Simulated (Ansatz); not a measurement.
The same path of CH2O2 (5 atoms, charge 0, multiplicity 1) was run twice with different band settings. Lost on the way: O3–H5. Made: O1–H5.

Theory: RKS PBE0/def2-SVPD in Ansatz.

Relaxed end points:

```xyz
5
Properties=species:S:1:pos:R:3
O -0.377 -0.442 1.199
C -0.221 -0.361 0.015
O 0.467 0.600 -0.602
H -0.627 -1.075 -0.727
H 0.807 1.205 0.074
```

```xyz
5
Properties=species:S:1:pos:R:3
O -0.025 0.060 0.957
C -0.109 -0.239 -0.339
O 0.387 0.397 -1.225
H -0.705 -1.161 -0.479
H 0.502 0.869 1.044
```

Common settings: movable images 5; climbing image yes; spring 5.0 eV/Å²; optimiser quadratic models (default); start path through a guess of the saddle point; force threshold 0.05 eV/Å; end points relaxed.

| run | iteration limit |
| --- | --- |
| 1 | 60 |
| 2 | 6 |

Task: What does each run give, and how far can it be trusted?

Result: Run 1: converged after 8 iterations, highest image 1.546 eV above the first end. A vibrational analysis at the climbing image gives one clearly imaginary mode, 1923i cm⁻¹: a first-order saddle point.
Run 2: not converged after 6 iterations, highest image 1.547 eV above the first end. The band didn't meet its force threshold, so its energies are provisional: the largest band force was still 0.15 eV/Å, and over the last iterations the top moved between 1.55 and 1.56 eV.
The orbitals stay closed-shell, which can raise the energy where a bond breaks towards radicals; this wasn't checked here.
